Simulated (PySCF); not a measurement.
HN2, SMILES N#[NH+], charge +1. Atoms are numbered in the order given.

```xyz
3

N      0.0000     0.0000     0.6555
N      0.0000     0.0000    -0.4429
H      0.0000     0.0000    -1.4882
```
Charge +1, spin multiplicity 1.

Coordinates come from a PBE-D3(BJ)/def2-TZVPD optimisation. The isomer is the one that the SMILES or the coordinates give; other isomers of the formula were not compared.

The numbers are results of PBE-D3(BJ)/def2-TZVPD run with PySCF, not measurements.

Frequencies are harmonic and unscaled.

Modes within 1.5 cm⁻¹ of each other (mostly degenerate sets) share a row, with their intensities summed.

Task: List the normal modes with their intensities. (The exact figures need the calculation; the answer reports its results.)

Result: 
```json
[
 {"mode": "1–2", "ν (cm⁻¹)": "694", "IR (km/mol)": "255.9", "moving atoms (share of kinetic energy)": "H 75 %, N 25 %"},
 {"mode": "3", "ν (cm⁻¹)": "2291", "IR (km/mol)": "1.4", "moving atoms (share of kinetic energy)": "N 85 %, H 15 %"},
 {"mode": "4", "ν (cm⁻¹)": "3298", "IR (km/mol)": "617.2", "moving atoms (share of kinetic energy)": "H 82 %, N 18 %"}
]
```
